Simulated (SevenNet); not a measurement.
Tetradymite Bi2Se3

Computed with the machine-learned potential SevenNet-l3i5 (trained on PBE and PBE+U data).

Cell: relaxed at this level.

```yaml
lattice_parameter_a: 4.189 Å
lattice_parameter_c: 30.683 Å
```

Measured, for comparison: lattice constant a 4.143 Å, lattice parameter c 28.636 Å (temperature not stated, not corrected to a static lattice; as tabulated in Luo et al. (2012), arXiv:1308.1523). Computed (rounded) less measured: lattice constant a +1.1 %, lattice parameter c +7.1 %.

A machine-learned potential is trained on density-functional data: it inherits that level's misses and adds fitting errors of its own.

Note: this model's volume lies 10 % above that of the starting cell (a measured, published or database cell).
